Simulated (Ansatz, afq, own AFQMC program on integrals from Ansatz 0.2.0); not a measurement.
**GeH$_{2}$, singlet: AFQMC among the cluster methods**

```xyz
3

Ge    0.0000   -0.0426   -0.0125
H     0.0000    1.0782   -1.1460
H     0.0000    1.9929    2.0460
```

Basis cc-pVDZ. Only valence electrons are correlated. AFQMC by an in-house program on the Cholesky factors that Ansatz 0.2.0 writes for its CCSD(T) run. The CISD trial takes its coefficients from CCSD amplitudes. Released means that phaseless walkers are propagated on without the constraint, phases kept. Error bars are statistical, one sigma. No spin–orbit coupling.

Determinant: UHF, the one that the program's search chose, which needn't be the lowest solution. The geometry is a point of a scan.

Full CI on the same integrals is exact in this basis and with this determinant's frozen core.

Cautions: no relativity below Rb; no spin-orbit coupling; inner d shell frozen; strong correlation (T1 0.078, weight of the determinant 0.76, largest double 0.34); unrestricted determinant spin contaminated (⟨S²⟩ 0.87 against 0.00); the CCSDT(Q) amplitudes may be one of several solutions (largest double 0.56); the CCSDTQ amplitudes may be one of several solutions (largest double 0.57); the released energies are still falling, so no released level is given (meV from the phaseless value at times in 1/Eh: -1 ± 3 at 0.24, -6 ± 3 at 0.51, -8 ± 6 at 0.99, -16 ± 3 at 1.62, -20 ± 4 at 2.40).

```
T1 diagnostic                               : 0.0785
weight of the determinant in the CISD state : 0.760
⟨S²⟩ of the determinant                     : 0.867
size of the correlated space                : 6 electrons in 23 orbitals
```

Reference: full CI, correlation energy -2.752 eV. The cautions show a poor starting determinant, so the rows tell how each method copes with it here, and full CI is the sure value.

```csv
level,E − E(reference) (meV),share of correlation (%)
HF,2752.0,0.00
MP2,1030.7,62.55
CCSD,217.4,92.10
CCSD(T),110.9,95.97
CCSDT,9.5,99.66
CCSDT(Q),-1.0,100.04
CCSDTQ,0.1,99.99
ph-AFQMC/CISD,28.9 ± 3.8,98.95
```

CCSDT and higher add their correlation energy to the determinant of the CCSD(T) run, since their own runs factorise the integrals more tightly (a shift of under 2 meV). A walk keeps the symmetry of its determinant, which the program's search chose and which needn't be the lowest solution, so a lower state of the same spin and another symmetry isn't excluded.
